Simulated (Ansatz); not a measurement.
# MgSiH (quartet): wave-function methods side by side at scale of all distances = 1.139, 6-31G

How much of the correlation energy of MgSiH (quartet) does each wave-function method recover here?

Computed with Ansatz 0.2.0, Gaussian basis. Level: 6-31G, core rule «outside noble gas», up to 10 orbitals frozen.

Plan: UHF; CCSD(T) on ROHF; CCSD(T) on UHF; BCCD(T) on ROHF; CISD; CCSDT(Q) on ROHF; CCSDT(Q) on UHF; CISDTQ; CCSDTQ on ROHF; CCSDTQ on UHF; CASSCF and MRCISD+Q, 5 electrons in 5 orbitals; CASSCF and NEVPT2, 5 electrons in 5 orbitals; CASSCF and MRCISD+Q, 7 electrons in 9 orbitals; CASSCF and NEVPT2, 7 electrons in 9 orbitals; Full CI.

14 further runs of the same task are left out: 10 that didn't finish, 4 set aside as unsound or not needed.

## (1) The geometry

The geometry derives from a PBE0/def2-TZVP stationary point (not a proven minimum). All distances are scaled together.

3 atoms, charge 0, spin multiplicity 4.

Atoms are counted from 1 here; the program's logs count them from 0.

Bond lengths: Si1–Mg2 2.824 Å, Si1–H3 1.705 Å. Angles: Mg2–Si1–H3 180.0°.

Coordinates:

```xyz
3

Si    0.0000    0.0000    0.3731
Mg    0.0000    0.0000   -2.4507
H     0.0000    0.0000    2.0777
```

## (2) UHF

Contents of in.yaml:

```yaml
crystal:
  periodic: [false, false, false]
  atoms:
    - {symbol: Si, position_ang: [0.000000, 0.000000, 0.373060]}
    - {symbol: Mg, position_ang: [0.000000, 0.000000, -2.450748]}
    - {symbol: H, position_ang: [0.000000, 0.000000, 2.077688]}
basis:
  gaussian: {orbitals: 6-31G}
magnetization: {spin_polarized: true, initial_magnetization: 3}
hamiltonian: {xc: hf}
output: {orbitals: {seedname: orbitals}}
```

Launch:

```console
$ ansatz run in.yaml --threads 1 --pin off --events-out ev --progress --plain --max-ram 2393MiB
```

Further steps of the session: CCSD(T) on ROHF; CCSD(T) on UHF; BCCD(T) on ROHF; CISD; CCSDT(Q) on ROHF; CCSDT(Q) on UHF; CISDTQ; CCSDTQ on ROHF; CCSDTQ on UHF; CASSCF and MRCISD+Q, 5 electrons in 5 orbitals; CASSCF and NEVPT2, 5 electrons in 5 orbitals; CASSCF and MRCISD+Q, 7 electrons in 9 orbitals; CASSCF and NEVPT2, 7 electrons in 9 orbitals; Full CI.

Q: Predict the results of all the runs planned. Wanted: FCI from the RHF energy; RMP2 from FCI; UMP2 from FCI; RCCSD from FCI; RCCSD(T) from FCI; UCCSD(T) from FCI; RCCSDT(Q) from FCI; UCCSDT(Q) from FCI; NEVPT2 pair from FCI.

As calculated:

| quantity | value |
| --- | --- |
| FCI from the ROHF energy | -1.8466 eV |
| RMP2 from FCI | +656.8 meV |
| UMP2 from FCI | +627.6 meV |
| RCCSD from FCI | +77.0 meV |
| RCCSD(T) from FCI | +24.7 meV |
| UCCSD(T) from FCI | +25.6 meV |
| RCCSDT(Q) from FCI | +0.3 meV |
| UCCSDT(Q) from FCI | -1.3 meV |
| NEVPT2 pair from FCI | +499.0 meV |
| NEVPT2 valence from FCI | +143.3 meV |
| MRCISD+Q valence from FCI | +13.2 meV |
| levels within 1 kcal/mol (43 meV) | RCCSD(T), UCCSD(T), BCCD(T), RCCSDT, UCCSDT, CISDTQ, RCCSDT(Q), UCCSDT(Q), RCCSDTQ, UCCSDTQ, MRCISD valence, MRCISD+Q valence |
| T1 diagnostic | 0.046 |
| effectively unpaired electrons | 3.06 |

In words: RCCSD(T) misses by +24.7 meV, 1.3 % of the correlation energy. The occupations are near whole numbers, but T1 = 0.046 shows that the orbitals relax strongly. Of the multireference levels listed MRCISD+Q valence comes nearest in total energy (+13.2 meV), which doesn't show that its space is the better one. These misses are within one basis, not against nature; the frozen cores of restricted and unrestricted runs differ, which can shift their rows.

Levels on UHF freeze UHF's core orbitals, full CI those of ROHF, so the U rows can settle a little off it for that reason alone.

With open shells the CI space here admits some triples and quadruples, so it is larger than plain CISD.
